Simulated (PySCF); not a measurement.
BF3, SMILES FB(F)F.

The structure is a stationary point at PBE-D3(BJ)/def2-TZVP. The isomer is the one that the SMILES or the coordinates give; other isomers of the formula were not compared.

Method: PySCF with PBE-D3(BJ)/def2-TZVP.

Frequencies are harmonic and unscaled.

Modes within 1.5 cm⁻¹ of each other (mostly degenerate sets) share a row, with their intensities summed.

```json
[
 {"mode": "1–2", "ν (cm⁻¹)": "457", "IR (km/mol)": "21.6", "moving atoms (share of kinetic energy)": "F 91 %, B 9 %"},
 {"mode": "3", "ν (cm⁻¹)": "663", "IR (km/mol)": "79.3", "moving atoms (share of kinetic energy)": "B 84 %, F 16 %"},
 {"mode": "4", "ν (cm⁻¹)": "859", "IR (km/mol)": "0.0", "moving atoms (share of kinetic energy)": "F 100 %"},
 {"mode": "5–6", "ν (cm⁻¹)": "1421", "IR (km/mol)": "814.5", "moving atoms (share of kinetic energy)": "B 75 %, F 25 %"}
]
```
